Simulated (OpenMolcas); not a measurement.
## A ladder of methods for HBS (hydrogen boron sulfide)

HBS: 3 atoms, total charge 0, spin state singlet. SMILES: `B=S`. The shape is that of a PBE0-D4/def2-TZVP optimisation.

```xyz
3

B    -0.0387   -0.0146    0.1348
S     0.3992    0.1476   -1.3933
H    -0.3605   -0.1331    1.2585
```

Each level gives the HOMO–LUMO gap (eV). The values are calculated.

```csv
level,kind,program,value (eV),CPU time
SVWN5/def2-TZVPPD,LDA,OpenMolcas,5.21,17 s
PBE/def2-TZVPPD,GGA,OpenMolcas,5.26,22 s
revPBE/def2-TZVPPD,GGA,OpenMolcas,5.28,23 s
r2SCAN/def2-TZVPPD,meta-GGA,OpenMolcas,5.78,27 s
B3LYP/def2-TZVPPD,global hybrid,OpenMolcas,6.82,21 s
BHLYP/def2-TZVPPD,global hybrid,OpenMolcas,9.18,22 s
M06-2X/def2-TZVPPD,hybrid meta-GGA,OpenMolcas,9.25,25 s
B2PLYP/def2-TZVPPD,double hybrid,OpenMolcas,9.40,19 s
```

The values span 5.21 to 9.40 eV. Orbital gaps aren't excitation energies, and those of double hybrids come from the SCF part alone; they tend to grow with the share of exact exchange. Times are those of the runs behind each value, whatever else they computed, on shared processors of several kinds: orders of magnitude only.
